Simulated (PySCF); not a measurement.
nitrogen trifluoride cation (F₃N), SMILES FN(F)F (connectivity only; charge and spin as stated), charge +1, multiplicity 2.

Coordinates come from a PBE0-D3(BJ)/def2-TZVP optimisation. The spin state was assumed, not searched.

Computed with PBE0-D3(BJ)/def2-TZVP (PySCF).

Frequencies are harmonic and unscaled.

Modes within 1.5 cm⁻¹ of each other (mostly degenerate sets) share a row, with their intensities summed.

| mode | ν (cm⁻¹) | IR (km/mol) | moving atoms (share of kinetic energy) |
|---|---|---|---|
| 1–2 | 544 | 6.2 | F 93 % |
| 3 | 683 | 12.1 | F 51 %, N 49 % |
| 4 | 1037 | 5.6 | F 69 %, N 31 % |
| 5–6 | 1308 | 494.3 | N 71 %, F 29 % |
